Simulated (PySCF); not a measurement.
Series SiXY, Y = H, computed as singlets and as triplets. All species are isolated molecules in the gas phase. One relaxed conformer stands for each flexible species; it need not be the lowest. Strings in code marks are SMILES.

Method: PySCF with PBE-D3(BJ)/def2-TZVP // PBE0-D3(BJ)/def2-TZVP. 

```json
[
 {"species": "X = H, multiplicity 1 (`[SiH2]` (lower singlet))", "dipole moment (D)": "0.15"},
 {"species": "X = amino, multiplicity 3 (`N[SiH]` (excited triplet))", "dipole moment (D)": "–"},
 {"species": "X = ethynyl, multiplicity 3 (`C#C[SiH]` (excited triplet))", "dipole moment (D)": "0.39"},
 {"species": "X = mercapto, multiplicity 1 (`[SiH]S` (lower singlet; H–Si–S–H torsion 180°))", "dipole moment (D)": "–"},
 {"species": "X = vinyl, multiplicity 1 (`C=C[SiH]` (lower singlet; C–C–Si–H torsion 180°))", "dipole moment (D)": "–"},
 {"species": "X = isocyano, multiplicity 1 (`[SiH][N+]#[C-]` (lower singlet))", "dipole moment (D)": "[?]"}
]
```

Q: Some entries are withheld; supply them.

A: 
- X = isocyano, multiplicity 1 (`[SiH][N+]#[C-]` (lower singlet)), dipole moment (D): 2.74
